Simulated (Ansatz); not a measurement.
System: rock-salt RbCl. Method: G0W0@PBE (plane waves, hard PAW, contour deformation; Ansatz, a first-principles code).

The same calculation (at the measured cell, 35.771 Å³/atom) with different numerical settings; throughout: k mesh 2×2×2:

| run | response cutoff (eV) | empty bands | quasiparticle gap on the mesh (eV) | quasiparticle gap at Γ (eV) | rough time |
|---|---|---|---|---|---|
| 1 | 100 | 298 | 7.492 | 7.492 | 10 core-s |
| 2 | 150 | 548 | 7.616 | 7.616 | 40 core-s |
| 3 | 200 | 844 | 7.675 | 7.675 | 2 core-min |
| 4 | 250 | 1180 | 7.707 | 7.707 | 8 core-min |
| 5 | 300 | 1551 | ? | ? | 5 core-min |

Problem. Some entries are withheld; supply them.

Solution. 
- 5, quasiparticle gap on the mesh (eV): 7.730
- 5, quasiparticle gap at Γ (eV): 7.730

In the column quasiparticle gap on the mesh (eV) the first row differs from the last by -0.238 and the next to last by -0.023.

The last row is no converged limit: other settings stay fixed.

Spin–orbit coupling is not included.
